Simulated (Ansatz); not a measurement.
A made-up structure of CH₃BF, doublet:

```xyz
6
angstrom
C 0.5929 -0.2171 0.3850
B -0.6069 0.2113 -0.4581
F 0.5778 0.0168 1.7145
H -0.6532 0.0397 -1.5943
H -1.5282 0.7281 -0.0035
H 1.4519 -0.6944 -0.0123
```

It is relaxed with PBE-D4/def2-SVP and then PBE0-D4/def2-TZVP (Ansatz 0.2.0). Atoms count as bonded within 1.22 times the sum of their covalent radii (H–H: 0.88 Å). The end point is not checked to be a true minimum.

Task: Does its bonding change? (A judgement: the text doesn't fix the answer.)

Result: By the calculation: No: no bond forms or breaks.

Where it ends: The first stage lowers the energy by 0.22 eV in 3 steps. It ends as CH₃BF ([BH2][CH][F]):
| atom | x (Å) | y (Å) | z (Å) |
| --- | --- | --- | --- |
| C1 | 0.5567 | -0.2032 | 0.3652 |
| B2 | -0.6308 | 0.2222 | -0.4610 |
| F3 | 0.6008 | -0.0012 | 1.6736 |
| H4 | -0.5984 | 0.0067 | -1.6345 |
| H5 | -1.5612 | 0.7550 | 0.0620 |
| H6 | 1.4670 | -0.6951 | 0.0259 |

Labels in which every atom is bracketed show which atoms are joined, not bond orders.

For scale, one of the runs: PBE0-D4/def2-TZVP relaxation, 111 basis functions, launched by `ansatz run in.yaml --threads 2 --pin off --events-out ev --progress --plain --max-ram 4352MiB`. The run took about 11 s on 2 CPU threads of an Arm Neoverse V1 (shared host).
